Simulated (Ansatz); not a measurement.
Rutile PbO2 was calculated with HSE06 (plane waves, PAW; Ansatz, an electronic-structure program).

Settings: plane-wave cutoff 460 eV, 6×6×8 k mesh (along the axes of the cell as run), Fermi–Dirac smearing 0.05 eV, scalar-relativistic PAW data made under PBE.

Computed at the level's own relaxed cell.

Problem. What does this level give for the lattice parameter a and c axis length?

Solution. 
- lattice parameter a = 4.974 Å
- c axis length = 3.361 Å

Measured, for comparison: lattice constant a 4.958 Å (room temperature, no zero-point or thermal correction, our sources range from 4.950 to 4.958; as tabulated in Hiroi (2015), arXiv:1503.02262); lattice parameter c 3.388 Å (room temperature, no zero-point or thermal correction; as tabulated in Hiroi (2015), arXiv:1503.02262). Computed (rounded) less measured: lattice constant a +0.3 % (+0.3 % to +0.5 % over the range), lattice parameter c -0.8 %. A static lattice is as a rule a little smaller and stiffer than an uncorrected measurement, which narrows the difference in the lattice parameter c and would widen misses of the other sign.

Spin–orbit coupling is not included; it can shift volumes and moduli of such heavy elements.

The computed numbers hold no vibrational or temperature effects.

Cost on a shared machine: roughly 30 core-minutes.
